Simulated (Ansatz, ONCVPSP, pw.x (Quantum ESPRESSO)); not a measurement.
## silicon (Si): does the ONCV potential hold in the solid?

silicon, optimised norm-conserving Vanderbilt (ONCV), made with ONCVPSP 4.0.1.1 (patched build) (PBE, scalar-relativistic). Core [Ne], reference 3s2 3p2. Waves: 3s: rc 1.85 bohr, ncon 4, nbas 8, qcut 4 1/bohr, 2 projectors, debl 0.8 Ha; 3p: rc 2.20 bohr, ncon 4, nbas 7, qcut 4 1/bohr, 2 projectors, debl 3.9 Ha; d scattering state at 0.16 Ha: rc 2.05 bohr, ncon 4, nbas 8, qcut 4.1 1/bohr, 2 projectors, debl 3.1 Ha. Local part: polynomial inside 1.70 bohr (lpopt 5, dvloc0 3 Ha). Core correction: Teter function, fcfact 4.5, rcfact 1.1.

Atomic tests: cutoffs needed: 7.2 Ha and 23 Ha (the cutoffs (Ha) at which the residual kinetic energy of the hardest occupied pseudo-wave falls to 1 and 0.1 mHa per electron) The cutoffs count occupied waves only; projector 2 of the d channel, the hardest unoccupied one, needs 64 Ha at the loose tolerance.; ghost test: no bound ghost flagged; no localised positive-energy state flagged; largest excitation error: +72 meV (all-electron minus pseudo) for 3s1 3p0, out of 4 test configurations.

Crystal test: diamond Si in pw.x 7.5, no spin, 8³ k-points, Fermi–Dirac smearing 0.01 Ry, cutoffs 55/220 Ry. The reference is all-electron LAPW (Ansatz 0.2.0) with the same functional, mesh and smearing; V0 and B0 come from Birch–Murnaghan fits to the pressures at five volumes. Errors are pseudo minus all-electron; Δ is the rms difference of the E(V) curves that follow from these fits, minima aligned, over ±6 % about the mean V0. Mesh and smearing are coarse, so the numbers serve the comparison and aren't converged zero-temperature values; the lattice is a test structure that the element need not adopt.

All-electron: a0 = 5.469 Å (V0 = 20.45 Å³/atom), B0 = 88.5 GPa.

**Question.** How far does the potential miss the all-electron equation of state?

**Answer.** mean pressure error (GPa): +0.22; a0 (Å): 5.474; a0 error (%): +0.08; B0 error (%): -1.2; Δ (meV/atom): 1.0.

| V (Å³/atom) | P all-electron (GPa) | P pseudo (GPa) |
| --- | --- | --- |
| 19.440 | 5.01 | 5.21 |
| 19.951 | 2.31 | 2.52 |
| 20.463 | -0.05 | 0.17 |
| 20.975 | -2.12 | -1.90 |
| 21.486 | -3.93 | -3.71 |

**Question.** At the middle volume, how do free energy and pressure move when the wave cutoff is lowered (ecutrho kept at four times it)?

**Answer.**

```json
{"cutoff (Ry)": "25", "shift of F (meV/atom)": "+9.0", "shift of P (GPa)": "-0.01"}
{"cutoff (Ry)": "33", "shift of F (meV/atom)": "+4.1", "shift of P (GPa)": "+0.02"}
{"cutoff (Ry)": "44", "shift of F (meV/atom)": "+2.6", "shift of P (GPa)": "+0.02"}
```

The run at the middle volume (29 k-points, 6 iterations) took about 15 s on one core of a shared host (Neoverse-N1, 64 threads, 124 GiB, load 57).
